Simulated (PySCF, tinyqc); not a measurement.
Worked calculation: LCCD on RHF in the sto-3g basis, for CH2, spin multiplicity 1. The lowest restricted solution is unstable here: a spin-polarised one lies 0.0323 hartree lower (PySCF). One step of it, computed by the program tinyqc.

Question. LCCD: starting amplitudes. t_ij^ab = <ij||ab> / (e_i + e_j - e_a - e_b), whose energy is MP2.

orbital energies (hartree): MO1 -11.003066, MO2 -0.851267, MO3 -0.531851, MO4 -0.306272, MO5 0.225532, MO6 0.722820, MO7 0.739099

Two-electron integrals over orbitals (pq|rs), unique and non-zero (hartree):
```
(11|11) 3.506214    (21|11) -0.286138   (21|21) 0.037615    (22|11) 0.716311
(22|21) -0.005776   (22|22) 0.563088    (31|31) 0.007852    (32|31) 0.013633
(32|32) 0.145936    (33|11) 0.621227    (33|21) -0.002146   (33|22) 0.529085
(33|33) 0.537611    (41|11) 0.176432    (41|21) -0.019107   (41|22) 0.016878
(41|33) 0.007275    (41|41) 0.028012    (42|11) -0.076698   (42|21) 0.007861
(42|22) 0.035132    (42|33) 0.022508    (42|41) 0.011846    (42|42) 0.068932
(43|31) -0.003223   (43|32) 0.017493    (43|43) 0.031778    (44|11) 0.813047
(44|21) -0.014370   (44|22) 0.494241    (44|33) 0.472535    (44|41) -0.012076
(44|42) -0.080043   (44|44) 0.678853    (51|51) 0.021748    (52|51) 0.023092
(52|52) 0.087690    (53|53) 0.021038    (54|51) -0.014193   (54|52) -0.040562
(54|54) 0.054987    (55|11) 0.851982    (55|21) -0.009139   (55|22) 0.545191
(55|33) 0.493553    (55|41) 0.005121    (55|42) -0.040426   (55|44) 0.585876
(55|55) 0.672833    (61|11) -0.229614   (61|21) 0.033206    (61|22) 0.002701
(61|33) 0.001451    (61|41) -0.006211   (61|42) 0.014929    (61|44) -0.021741
(61|55) -0.005788   (61|61) 0.035620    (62|11) 0.251809    (62|21) -0.005324
(62|22) 0.082998    (62|33) 0.031557    (62|41) 0.014989    (62|42) -0.001753
(62|44) 0.077390    (62|55) 0.125751    (62|61) 0.002618    (62|62) 0.098602
(63|31) 0.001660    (63|32) -0.065047   (63|43) -0.024717   (63|63) 0.077939
(64|11) 0.099762    (64|21) 0.000010    (64|22) 0.028281    (64|33) 0.005216
(64|41) 0.002184    (64|42) -0.008961   (64|44) 0.060045    (64|55) 0.045115
(64|61) 0.001538    (64|62) 0.044019    (64|64) 0.030833    (65|51) 0.017262
(65|52) 0.057143    (65|54) -0.016499   (65|65) 0.046475    (66|11) 0.718263
(66|21) -0.005453   (66|22) 0.555269    (66|33) 0.527169    (66|41) 0.023390
(66|42) 0.055949    (66|44) 0.461629    (66|55) 0.515389    (66|61) 0.007376
(66|62) 0.065898    (66|64) 0.019780    (66|66) 0.589496    (71|31) 0.012972
(71|32) 0.020025    (71|43) -0.005681   (71|63) 0.002434    (71|71) 0.021587
(72|31) 0.008170    (72|32) -0.008421   (72|43) -0.032735   (72|63) 0.047842
(72|71) 0.012677    (72|72) 0.052856    (73|11) 0.244181    (73|21) -0.006506
(73|22) 0.041201    (73|33) 0.025396    (73|41) -0.001499   (73|42) -0.058676
(73|44) 0.123827    (73|55) 0.119379    (73|61) -0.007709   (73|62) 0.073193
(73|64) 0.039267    (73|66) 0.001476    (73|73) 0.118914    (74|31) -0.009646
(74|32) -0.073053   (74|43) 0.013583    (74|63) 0.035066    (74|71) -0.015436
(74|72) -0.007793   (74|74) 0.065302    (75|53) 0.018259    (75|75) 0.021551
(76|31) 0.008953    (76|32) 0.111334    (76|43) 0.029335    (76|63) -0.072559
(76|71) 0.013322    (76|72) -0.031091   (76|74) -0.051182   (76|76) 0.110095
(77|11) 0.751248    (77|21) -0.009043   (77|22) 0.525420    (77|33) 0.532036
(77|41) 0.004117    (77|42) -0.007478   (77|44) 0.530220    (77|55) 0.529512
(77|61) -0.007326   (77|62) 0.043432    (77|64) 0.013350    (77|66) 0.527906
(77|73) 0.058900    (77|77) 0.565965
```

Give: Starting amplitudes; correlation energy.

Answer.

Starting amplitudes (spin orbitals 1a, 1b, ...; amplitudes related by a flip of all spins are not repeated; the 24 largest):
```
from      to          t
4a 4b  5a 5b     -0.052
3a 3b  7a 7b     -0.047
2a 2b  5a 5b     -0.041
2a 2b  6a 6b     -0.031
4a 4b  7a 7b     -0.031
3a 3b  6a 6b     -0.031
2a 3b  6a 7b     -0.026
2a 4b  5a 5b      0.025
3a 4b  6b 7a      0.017
2a 4b  6a 6b     -0.017
2a 3b  6b 7a      0.017
2a 2b  7a 7b     -0.017
3a 4b  6a 7b     -0.015
4a 4b  6a 6b     -0.015
3a 3b  5a 5b     -0.014
2a 3a  6a 7a     -0.009
2a 4b  7a 7b   2.96e-03
1a 2b  5a 5b  -1.88e-03
3a 4a  6a 7a   1.83e-03
1a 1b  6a 6b  -1.52e-03
1a 4b  7a 7b   1.21e-03
1a 4b  5a 5b   1.21e-03
1a 1b  5a 5b  -9.68e-04
1a 2b  7a 7b  -9.51e-04
```

correlation energy = -0.03329 hartree
